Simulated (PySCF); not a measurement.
## [H···H···SiH], doublet in 6-31G: errors against full CI

Geometry: a point of a hydrogen-transfer path between rigid fragments, not a stationary point.

```xyz
4

H    -2.6763    0.0479    0.0000
H    -1.9833    0.0479    0.0000
Si    0.1477    0.0479    0.0000
H     0.5441   -1.4316    0.0000
```

Basis 6-31G; PySCF 2.14.0. Correlated methods freeze the noble-gas cores, which leaves 7 electrons in 14 orbitals. R marks a restricted (for open shells ROHF) determinant, U an unrestricted one.

Full CI is exact within this basis and frozen core; it isn't the basis-set limit. The frozen core follows each run's orbitals, which can shift R against U totals by a few meV.

```
UHF ⟨S²⟩                          : 0.755
T1 diagnostic (ROHF- or RHF-based CCSD)             : 0.0129
largest doubles amplitude (ROHF- or RHF-based CCSD) : 0.076
T1 diagnostic (UCCSD)             : 0.0090
```

```tsv
level	E − E(RHF) (eV)
UHF	-0.0305
RMP2	-1.3496
UMP2	-1.3533
RCCSD	-1.9418
UCCSD	-1.9418
RCCSD(T)	-1.9550
UCCSD(T)	-1.9550
```

(1) Estimate how far full CI in 6-31G lies from RCCSD(T). The table doesn't fix it; the size of (T) and the diagnostics are the guide.

(1) Full CI in 6-31G lies 6 meV below RCCSD(T), which is 48 % of the (T) step (-13 meV). The diagnostics give no warning, yet the rest is a sizeable part of (T).

The other levels:

```
 level  E − E(full CI) (meV)  share of correlation (%)  wall time
RCCSDT                     1                     99.94      1.4 s
UCCSDT                     1                     99.94      1.3 s
```

The correlation energy at full CI, counted from RHF, is -1.961 eV. The search over symmetries took 3.4 s on 1 thread of Intel Xeon, shared host; the state has 176,132 determinants.

Times are those of the correlated step on a shared host, with one SCF added for the restricted CCSD run; they ran on 1 thread of Intel Xeon.

The full-CI state has the irrep A'' of Cs, in the program's axes.

Natural occupations of full CI about the gap: 1.974 1.967 1.938 0.997 0.043 0.036 0.019 0.007 0.006 0.005; effectively unpaired electrons, Σ n²(2−n)², 1.04.
